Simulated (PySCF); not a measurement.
Method: PySCF with TPSSh-D3(BJ)/def2-TZVP // CAM-B3LYP-D3(BJ)/def2-TZVP. Isolated molecules, 0 K electronic values unless said otherwise. Delta-SCF ions had no search for a lower state. Excitations are Tamm–Dancoff values on a coarser integration grid. The basis has no diffuse functions, so Rydberg states are missing or too high.

Reference species (SMILES): `ClB(Cl)Cl` (neutral, multiplicity 1).

The vertical ionisation energy (Delta-SCF) comes out as 11.06 eV. The S1–T1 gap (TDA) is 0.20 eV and the T1 excitation (TDA) comes out as 5.35 eV.

After one change: the vertical ionisation energy (Delta-SCF) falls by 1.13 eV; the S1–T1 gap (TDA) falls by 0.05 eV; the T1 excitation (TDA) decreases by 1.18 eV.

Question: Which change was made? The new species is one of these.
(A) `ClB(I)I`
(B) `ClB(Cl)I`
(C) `IB(I)I`

Answer: B, `ClB(Cl)I`
